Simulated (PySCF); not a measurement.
# C2H6: the cost of one run

Computed with PySCF 2.14.0, with density-fitted response routines of our own, on a single molecule in the gas phase. Atoms count from 0, in the outputs and in this text.

### Step 1. Starting geometry

8 atoms, charge 0, multiplicity 1; geometry from: MMFF94s. The atoms were then displaced at random by about 0.03 Å, so the start is not that level's minimum.

Bonds of the start (Å): C0–C1 1.43, C0–H2 1.14, C0–H3 1.17, C0–H4 1.08, C1–H5 1.07, C1–H6 1.12, C1–H7 1.13.

### Step 2. Relaxing the molecule at PBE0-D3(BJ)/def2-SVP

The job: settings as JSON, then the geometry in Å.

```
{"job": {"xc": "PBE0", "basis": "def2-SVP", "d3": "d3bj", "grid": 1, "shake": 0.03, "kind": "geom"}, "charge": 0, "multiplicity": 1}
C     -0.687460     0.027550    -0.000780
C      0.731660    -0.117800     0.006850
H     -1.277500    -0.571090    -0.768040
H     -0.888650     1.142520    -0.298780
H     -1.191190    -0.120010     0.938340
H      0.976620    -1.121290     0.281040
H      1.245640     0.558140     0.742810
H      1.229130     0.116320    -0.985150
```

On the command line:

```console
> OMP_NUM_THREADS=1 python probes_run.py task.json out
```

This one command runs all jobs of the session in turn.

Q: Estimate the wall time and peak memory of this first job on 1 thread of Arm Neoverse V1, shared host.

About 4.4 s, with a peak of 0.27 GiB.
